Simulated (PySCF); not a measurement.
# Static response to an electric field

Species: C5H9N.
Geometry (PBE0-D3(BJ)/def2-SVP, Å), atoms numbered from 1 in this order:
```xyz
15
C5H9N angstrom
N      2.126    0.675    0.920
C      1.009    0.318    0.440
C      0.679   -0.911   -0.394
C     -0.849   -0.963   -0.424
C     -1.257    0.512   -0.363
C     -0.264    1.119    0.627
H      2.847   -0.016    0.690
H      1.162   -1.819   -0.001
H      1.078   -0.748   -1.411
H     -1.223   -1.489    0.471
H     -1.250   -1.490   -1.302
H     -1.126    0.973   -1.357
H     -2.308    0.659   -0.076
H     -0.079    2.195    0.507
H     -0.608    0.969    1.666
```

Level: CAM-B3LYP/def2-SVPD (PySCF), static field, nuclei fixed, core orbitals frozen in the response. The polarisability tensor in these axes (au):

```
x   73.89  0.26  5.48
y    0.26 62.52  5.39
z    5.48  5.39 57.19
```

Q: Give the principal values, the mean and the anisotropy Δα = √{½[(α1 − α2)² + (α2 − α3)² + (α1 − α3)²]}.

A: Principal values 52.84, 64.97 and 75.80 au; mean 64.53 au = 9.56 Å³ = 10.64 × 10⁻⁴⁰ C²·m²/J; Δα = 19.89 au (31 % of the mean).

Q: What is the dipole moment, and where does it point?

A: (-1.51, -1.69, -1.36) D, 2.64 D in size, pointing from the negative to the positive side. Measured along this direction, the outermost atoms are N1 at the negative end and H11 at the positive end.

Q: Directions of the eigenvectors, and the extent of the frame along each?

A: Largest value along (0.94, 0.15, 0.32), where the nuclei span 4.97 Å; middle along (-0.28, 0.87, 0.41), 4.04 Å; least along (-0.22, -0.47, 0.86), 2.74 Å. The response follows the extents in order.

Q: Rayleigh depolarisation ratio (linearly polarised light, static tensor)?

A: ρ = 3Δα²/(45ᾱ² + 4Δα²) = 1187.3/(187412 + 1583.0) = 0.00628.

Q: What would n − 1 = 2πNα be for an ideal gas of these molecules at 350 K and 1 atm, electronic part alone?

A: N = p/kT = 2.0968 × 10¹⁹ cm⁻³, so n − 1 = 2π × N × 9.56 × 10⁻²⁴ cm³ = 1260 × 10⁻⁶ at long wavelengths.

Geometry: PBE0-D3(BJ)/def2-SVP, one conformer, isolated molecule.

The run behind these numbers computed excited states as well. The run took 24 s of wall time on one thread of an AMD EPYC 9R14, shared host with 96 logical CPUs at a one-minute load of 41, and the process peaked at 0.91 GiB of memory.
